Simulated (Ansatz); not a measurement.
hcp Re, treated with PBEsol (Ansatz, an electronic-structure program, plane waves, PAW).

A perfect cell of 2 atoms has -21474.5019 eV. A cell of 36 sites with one atom taken out, atoms relaxed at the host's volume, has -375800.0197 eV. Energies are extrapolated to zero smearing.

Defect cell: Run with plane-wave cutoff 500 eV, 5×5×5 k mesh, Fermi–Dirac smearing 0.1 eV, cell of 36 sites, scalar-relativistic PAW data made under PBE.

Perfect cell: Numerical settings: plane-wave cutoff 500 eV, 15×15×10 k mesh (along the axes of the cell as run), Fermi–Dirac smearing 0.1 eV, scalar-relativistic PAW data made under PBE.

Question: Work out the vacancy formation energy, and the share of vacant sites at 2750 K if the formation entropy is left out.

Answer: E_f = E(35) − 35 × E_bulk per atom = -375800.0197 − 35 × (-21474.5019/2) = 3.76 eV. With k_B T = 0.23698 eV, exp(−3.76/0.23698) = 1e-07. Before relaxation the value is 3.84 eV.

The cell is finite, so the vacancy feels its images.

Note: energies are extrapolated to zero smearing, and mesh and cell size move such values by some hundredths of an eV or more.
